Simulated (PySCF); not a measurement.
input.py for Li2⁻

The script input.py:

```python
from pyscf import gto, dft

mol = gto.M(
    atom='Li 0 0 0; Li 0 0 2.67',
    basis='6-31+g*',
    charge=-1,
    spin=1,
    symmetry=True,
    verbose=3,
)
mf = dft.UKS(mol, xc='bp86')
mf.kernel()
mf.analyze()
print('orbital energies (hartree):', [e[max(0, n-3):n+3].round(4) for e, n in zip(mf.mo_energy, mol.nelec)])
```

```bash
$ OMP_NUM_THREADS=1 python input.py
```

The log (some set-up lines and the per-cycle HOMO/LUMO lines with their warnings removed):

```
converged SCF energy = -15.0083456573026  <S^2> = 0.79737056  2S+1 = 2.0468225
**** MO energy ****
alpha MO #1 (A1g #1), energy= -1.73115818416266 occ= 1
alpha MO #2 (A1u #1), energy= -1.73073649658064 occ= 1
alpha MO #3 (A1g #2), energy= -0.00478930595729488 occ= 1
alpha MO #4 (A1u #2), energy= 0.0275142798616355 occ= 1
alpha MO #5 (A1g #3), energy= 0.0435667030782633 occ= 0
alpha MO #6 (A1u #3), energy= 0.0482345483653417 occ= 0
alpha MO #7 (E1uy #1), energy= 0.0514427155345178 occ= 0
[29 lines left out]
beta  MO #1 (A1g #1), energy= -1.73000079149977 occ= 1
beta  MO #2 (A1u #1), energy= -1.729562168525 occ= 1
beta  MO #3 (A1g #2), energy= -0.00396279527637466 occ= 1
beta  MO #4 (A1u #2), energy= 0.0453324165957757 occ= 0
beta  MO #5 (A1g #3), energy= 0.0504338795700103 occ= 0
beta  MO #6 (E1uy #1), energy= 0.0529329117697697 occ= 0
[30 lines left out]
 ** Mulliken pop alpha/beta on meta-lowdin orthogonal AOs **
 ** Mulliken atomic charges   ( Nelec_alpha | Nelec_beta ) **
charge of  0Li =     -0.50000  (     2.00000      1.50000 )
charge of  1Li =     -0.50000  (     2.00000      1.50000 )

WARN: System has nonzero charge -1; the dipole moment is origin-dependent.
Location of origin: [0. 0. 0.]

Dipole moment(X, Y, Z, Debye):  0.00000,  0.00000, -6.41228
orbital energies (hartree): [array([-1.7307, -0.0048,  0.0275,  0.0436,  0.0482,  0.0514]), array([-1.73  , -1.7296, -0.004 ,  0.0453,  0.0504,  0.0529])]
```

In short: E(SCF) = -15.008346 Eh, ⟨S²⟩ = 0.797.

Hardware: AMD EPYC 9R45, 1 thread, shared host. Wall time 0.76 s, peak memory 0.16 GiB.

The bond length is a typed value, not an optimised one. The dipole of an ion depends on the origin. No search for the lowest solution was made.
